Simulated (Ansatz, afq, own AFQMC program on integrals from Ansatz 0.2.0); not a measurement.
# AlBH, sextet: AFQMC among the cluster methods

```xyz
3

B     0.0000    0.0000    0.2519
Al    0.0000    0.0000   -1.6889
H     0.0000    0.0000    1.4370
```

Connectivity, by distances: BH–Al.

Basis cc-pVDZ. Noble-gas cores (and the filled d shells of Ga–Kr and In–Xe) are frozen. Ansatz 0.2.0 and our own AFQMC program on the same integrals; the CISD trial comes from CCSD amplitudes, and released means the phaseless constraint is let go. Error bars are statistical, one sigma.

Determinant: UHF, the one that the program's search chose, which needn't be the lowest solution. The geometry is a PBE0/def2-TZVP stationary point of this or a neighbouring charge and spin state.

Full CI is exact in this basis; its frozen core comes from its own orbitals, which moves totals by up to a few meV.

Cautions: another spin lies lower (by 6.22 eV); raised T1 diagnostic (T1 0.042, weight of the determinant 0.91, largest double 0.04); full CI with its own frozen core.

```
T1 diagnostic                               : 0.0423
weight of the determinant in the CISD state : 0.912
⟨S²⟩ of the determinant                     : 8.754
size of the correlated space                : 7 electrons in 31 orbitals
```

Reference: full CI, correlation energy -2.406 eV. The released energy is read at 2.40 1/Eh (meV from the phaseless value at times in 1/Eh: -1 ± 4 at 0.24, -5 ± 4 at 0.51, -5 ± 6 at 0.99, 0 ± 5 at 1.62, -5 ± 6 at 2.40).

```csv
level,E − E(reference) (kJ/mol),share of correlation (%)
HF,232.2,0.00
MP2,66.6,71.32
CCSD,8.3,96.45
CCSD(T),2.4,98.98
CCSDT,0.1,99.95
CCSDT(Q),-0.1,100.05
ph-AFQMC/CISD,1.0 ± 0.4,99.56
released AFQMC,0.6 ± 0.6,99.75
```

CCSDT and higher add their correlation energy to the determinant of the CCSD(T) run, since their own runs factorise the integrals more tightly (a shift of under 2 meV). A walk keeps the symmetry of its determinant, which the program's search chose and which needn't be the lowest solution, so a lower state of the same spin and another symmetry isn't excluded. Released energies are given only where the last usable release times agree within the noise; a slower fall can still hide under it.
